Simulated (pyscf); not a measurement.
Four-centre exchange: HZn–CH₂–SeH + hydrogen (H₂) → H₃C–SeH + ZnH₂

Gas phase, singlet surface, charge 0. Bonds broken: C1–Zn2, H3–H8. Bonds formed: C1–H3, Zn2–H8. Structures and frequencies: ωB97X-D3(BJ)/def2-SVP in PySCF.

Transition state (Å):

```xyz
9

C     -0.0293    -1.0157    -0.0846
Zn     1.3137     0.1535     1.3059
H      0.6896    -1.4445     1.2582
H     -0.6584    -1.9178    -0.0634
H      0.2354    -0.7956    -1.1283
H      2.4951     1.1182     1.1137
Se    -1.1569     0.4472     0.6435
H      0.9278    -1.3301     2.2266
H     -0.7593     1.4611    -0.3378
```

One imaginary mode, 1273i cm⁻¹; descent along it reached the two sides named, in the forms told below.

| bond | change | reactant side (Å) | saddle | product side |
|---|---|---|---|---|
| C1–Zn2 | breaks | 1.948 | 2.259 | 3.2 |
| H3–H8 | breaks | 0.764 | 1.004 | 2.7 |
| C1–H3 | forms | 3.0 | 1.582 | 1.098 |
| Zn2–H8 | forms | 2.7 | 1.788 | 1.568 |

Electronic energies relative to the separated reactants (eV):

| level | barrier | reaction energy | reverse barrier |
|---|---|---|---|
| ωB97X-D3(BJ)/def2-TZVP | 1.53 | -0.29 | 1.82 |
| PBE/def2-TZVP | 1.38 | -0.33 | 1.71 |
| r²SCAN/def2-TZVP | 1.36 | -0.31 | 1.67 |
| B3LYP-D3(BJ)/def2-TZVP | 1.60 | -0.36 | 1.96 |
| PBE0-D3(BJ)/def2-TZVP | 1.40 | -0.35 | 1.75 |
| M06-2X/def2-TZVP | 1.50 | -0.27 | 1.78 |
| ωB97M-D3(BJ)/def2-TZVP | 1.59 | -0.41 | 2.00 |
| HF/def2-TZVP | 2.14 | -0.68 | 2.82 |

With ωB97M-D3(BJ)/def2-TZVP energies and thermal terms (ideal gas, 1 atm, RRHO with modes under 100 cm⁻¹ raised to 100, one conformer, R ln 2 for chiral ones without a mode under 150 cm⁻¹), in eV:

```csv
T (K),ΔH‡,ΔG‡,ΔH,ΔG
298,1.60,1.99,-0.30,-0.34
600,1.56,2.40,-0.35,-0.37
900,1.56,2.82,-0.38,-0.37
1200,1.57,3.24,-0.40,-0.36
```

On the product side the descent ends in an adduct with a Se–Zn contact (not fully relaxed), 0.41 eV under the separated species and 2.22 eV under the saddle at ωB97X-D3(BJ)/def2-TZVP. At the saddle there is also a short H–Zn contact that neither side keeps. HZn–CH₂–SeH lies 1.72 eV over its isomer H₃C–Zn–SeH (electronic energy, ωB97M-D3(BJ)/def2-TZVP). This is the saddle that the search found; another between the same sides may lie lower. Elements up to Kr have no core potential and no relativistic terms here.
